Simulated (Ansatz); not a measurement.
# CH5 (doublet): the correlation ladder at distance C1–H5 along a hydrogen transfer = 1.209 Å, 6-31G

How much of the correlation energy of CH5 (doublet) does each wave-function method recover here?

Method: 6-31G, core rule «outside noble gas», up to 1 orbitals frozen; program: Ansatz 0.2.0, Gaussian basis.

The runs, in order: UHF; CCSD(T) on ROHF; CCSD(T) on UHF; BCCD(T) on ROHF; CISD; CCSDT(Q) on ROHF; CCSDT(Q) on UHF; CASSCF and NEVPT2, 9 electrons in 9 orbitals.

10 further runs of the same task are left out: 10 set aside as unsound or not needed.

**1. The system**

The geometry derives from fragments relaxed apart (PBE0/def2-TZVP) and kept rigid, so it is no stationary point. A hydrogen atom is moved between rigid fragments.

6 atoms, charge 0, spin multiplicity 2.

Atoms are counted from 1 here; the program's logs count them from 0.

Bond lengths: C1–H2 1.090 Å, C1–H3 1.090 Å, C1–H4 1.090 Å, C1–H5 1.209 Å. Angles: H2–C1–H3 109.5°, H2–C1–H4 109.5°, H2–C1–H5 109.5°, H3–C1–H4 109.5°, H3–C1–H5 109.5°, H4–C1–H5 109.5°.

**2. UHF**

in.yaml reads:

```yaml
crystal:
  periodic: [false, false, false]
  atoms:
    - {symbol: C, position_ang: [-0.132027, 0.000000, 0.000000]}
    - {symbol: H, position_ang: [-0.495233, 1.027301, 0.000000]}
    - {symbol: H, position_ang: [-0.495233, -0.513650, 0.889668]}
    - {symbol: H, position_ang: [-0.495233, -0.513650, -0.889669]}
    - {symbol: H, position_ang: [1.076973, 0.000000, 0.000000]}
    - {symbol: H, position_ang: [1.981973, 0.000000, 0.000000]}
basis:
  gaussian: {orbitals: 6-31G}
magnetization: {spin_polarized: true, initial_magnetization: 1}
hamiltonian: {xc: hf}
output: {orbitals: {seedname: orbitals}}
```

Started as:

```sh
$ ansatz run in.yaml --threads 1 --pin off --events-out ev --progress --plain --max-ram 2393MiB
```

The runs that follow: CCSD(T) on ROHF; CCSD(T) on UHF; BCCD(T) on ROHF; CISD; CCSDT(Q) on ROHF; CCSDT(Q) on UHF; CASSCF and NEVPT2, 9 electrons in 9 orbitals.

**Question.** What will the summary of the whole plan be? Wanted: UCCSDT(Q) below the RHF energy; RMP2 from UCCSDT(Q); UMP2 from UCCSDT(Q); RCCSD from UCCSDT(Q); RCCSD(T) from UCCSDT(Q); UCCSD(T) from UCCSDT(Q); RCCSDT(Q) from UCCSDT(Q); NEVPT2 valence from UCCSDT(Q); T1 diagnostic.

As calculated:

| quantity | value |
| --- | --- |
| UCCSDT(Q) below the RHF energy | -3.6662 eV |
| RMP2 from UCCSDT(Q) | +62.9 kJ/mol |
| UMP2 from UCCSDT(Q) | +64.8 kJ/mol |
| RCCSD from UCCSDT(Q) | +6.2 kJ/mol |
| RCCSD(T) from UCCSDT(Q) | +1.0 kJ/mol |
| UCCSD(T) from UCCSDT(Q) | +1.1 kJ/mol |
| RCCSDT(Q) from UCCSDT(Q) | 0.0 kJ/mol |
| NEVPT2 valence from UCCSDT(Q) | +26.0 kJ/mol |
| levels within 1 kcal/mol (43 meV) | RCCSD(T), UCCSD(T), BCCD(T), RCCSDT, UCCSDT, RCCSDT(Q) |
| T1 diagnostic | 0.018 |
| effectively unpaired electrons | 1.02 |

RCCSD(T) lands +1.0 kJ/mol from the yardstick (0.3 % of the correlation energy). One determinant dominates. These misses are within one basis, not against nature; the frozen cores of restricted and unrestricted runs differ, which can shift their rows.
